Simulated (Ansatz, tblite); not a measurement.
Removing and adding an electron: Li₂H. Charge 0, multiplicity 2. Geometry: PBE-D4/def2-TZVP. Ansatz, gas phase; energy differences of separate SCF runs; the oxidised species is a singlet (the triplet lies 4.78 eV higher at PBE0-D4/def2-TZVP); the reduced species is a triplet (the singlet lies 0.34 eV higher at PBE0-D4/def2-TZVPD).

Cartesian coordinates in Å:
```
Li 0.261 -0.039 -1.326
Li -0.665 -0.509 1.060
H 0.404 0.548 0.266
```

The xTB rows come from tblite. Correlated methods freeze no core orbitals; core or outer-core shells of Li are correlated, in sets that lack core-valence functions. The structure comes from a short search, and lower isomers may exist.

Estimate orbital energies and vertical ionisation energies and electron affinities at: GFN1-xTB; GFN2-xTB; HF/def2-TZVPP; PBE-D4/def2-TZVP; PBE-D4/def2-TZVPD; r2SCAN-D4/def2-TZVP; r2SCAN-D4/def2-TZVPD; PBE0-D4/def2-TZVP; PBE0-D4/def2-TZVPD; MP2/def2-TZVPP; CCSD/def2-TZVPP; CCSD(T)/def2-TZVPP.


```json
{"level": "GFN1-xTB", "−HOMO (eV)": "–", "vertical IE (eV)": "10.95", "−LUMO (eV)": "–", "vertical EA (eV)": "5.63", "HOMO–LUMO gap (eV)": "–", "IE − EA (eV)": "5.32", "remarks": "–"}
{"level": "GFN2-xTB", "−HOMO (eV)": "–", "vertical IE (eV)": "8.72", "−LUMO (eV)": "–", "vertical EA (eV)": "1.37", "HOMO–LUMO gap (eV)": "–", "IE − EA (eV)": "7.35", "remarks": "–"}
{"level": "HF/def2-TZVPP", "−HOMO (eV)": "–", "vertical IE (eV)": "4.36", "−LUMO (eV)": "–", "vertical EA (eV)": "–", "HOMO–LUMO gap (eV)": "–", "IE − EA (eV)": "–", "remarks": "–"}
{"level": "PBE-D4/def2-TZVP", "−HOMO (eV)": "2.62", "vertical IE (eV)": "4.81", "−LUMO (eV)": "1.88", "vertical EA (eV)": "–", "HOMO–LUMO gap (eV)": "0.74", "IE − EA (eV)": "–", "remarks": "–"}
{"level": "PBE-D4/def2-TZVPD", "−HOMO (eV)": "2.63", "vertical IE (eV)": "–", "−LUMO (eV)": "1.89", "vertical EA (eV)": "0.51", "HOMO–LUMO gap (eV)": "0.73", "IE − EA (eV)": "–", "remarks": "HOMO above zero (-1 triplet)"}
{"level": "r2SCAN-D4/def2-TZVP", "−HOMO (eV)": "2.63", "vertical IE (eV)": "4.69", "−LUMO (eV)": "1.65", "vertical EA (eV)": "–", "HOMO–LUMO gap (eV)": "0.99", "IE − EA (eV)": "–", "remarks": "–"}
{"level": "r2SCAN-D4/def2-TZVPD", "−HOMO (eV)": "2.63", "vertical IE (eV)": "–", "−LUMO (eV)": "1.66", "vertical EA (eV)": "0.40", "HOMO–LUMO gap (eV)": "0.97", "IE − EA (eV)": "–", "remarks": "HOMO above zero (-1 triplet)"}
{"level": "PBE0-D4/def2-TZVP", "−HOMO (eV)": "3.15", "vertical IE (eV)": "4.77", "−LUMO (eV)": "1.36", "vertical EA (eV)": "–", "HOMO–LUMO gap (eV)": "1.78", "IE − EA (eV)": "–", "remarks": "–"}
{"level": "PBE0-D4/def2-TZVPD", "−HOMO (eV)": "3.15", "vertical IE (eV)": "–", "−LUMO (eV)": "1.39", "vertical EA (eV)": "0.51", "HOMO–LUMO gap (eV)": "1.76", "IE − EA (eV)": "–", "remarks": "HOMO above zero (-1 triplet)"}
{"level": "MP2/def2-TZVPP", "−HOMO (eV)": "–", "vertical IE (eV)": "4.45", "−LUMO (eV)": "–", "vertical EA (eV)": "–", "HOMO–LUMO gap (eV)": "–", "IE − EA (eV)": "–", "remarks": "–"}
{"level": "CCSD/def2-TZVPP", "−HOMO (eV)": "–", "vertical IE (eV)": "4.47", "−LUMO (eV)": "–", "vertical EA (eV)": "–", "HOMO–LUMO gap (eV)": "–", "IE − EA (eV)": "–", "remarks": "–"}
{"level": "CCSD(T)/def2-TZVPP", "−HOMO (eV)": "–", "vertical IE (eV)": "4.48", "−LUMO (eV)": "–", "vertical EA (eV)": "–", "HOMO–LUMO gap (eV)": "–", "IE − EA (eV)": "–", "remarks": "–"}
```

   A HOMO above zero means that the electron is unbound at that level or that self-interaction error raises the level; the energy of removing that electron tells which. HOMO and LUMO are the levels of the spin that leaves or enters (xTB has no such levels and no spin-polarisation term). Other spin states of the ions may lie lower, which would lower the ionisation energy or raise the affinity. Raw xTB energy differences between charge states are shifted by several eV; the methods need an empirical correction for them.
